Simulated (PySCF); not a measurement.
Problem. Give a PBE0-D3(BJ)/def2-SVP geometry of `C=C/C=C\C#N`.

Solution. 
```xyz
11
C5H5N angstrom
C     -2.0734    0.0113    0.3196
C     -0.7537    0.2495    0.2861
C      0.1854   -0.6001   -0.4154
C      1.5209   -0.4014   -0.4793
C      2.1748    0.6952    0.1516
N      2.7153    1.5864    0.6625
H     -2.5098   -0.8532   -0.1903
H     -2.7578    0.6721    0.8564
H     -0.3419    1.1221    0.8055
H     -0.2230   -1.4734   -0.9343
H      2.1613   -1.0942   -1.0315
```

Orientation and origin are arbitrary. Atoms count from 1 in this order. The 4 C–C bonds span 1.341 Å (C1=C2, drawn double) to 1.448 Å (C2–C3, drawn single), a spread of 0.107 Å. The 6 heavy atoms lie in one plane (0.000 Å rms). Of the pairs four or more bonds apart, C5···H9 is among the closest relative to their van der Waals radii: 2.64 Å, 91 % of the sum of Bondi's values.

Bonds between heavy atoms (Å): C1=C2 1.341, C2–C3 1.448, C3=C4 1.352, C4–C5 1.424, C5≡N6 1.161.

The calculation used PBE0-D3(BJ)/def2-SVP geometry optimisation, gas phase in PySCF.

Point group: Cs (tolerance 0.08 Å). No PBE0-D3(BJ)/def2-SVP frequencies stand behind this structure, so it isn't proved a minimum. The numbers are those of one conformer (C1–C2–C3–C4 180°).
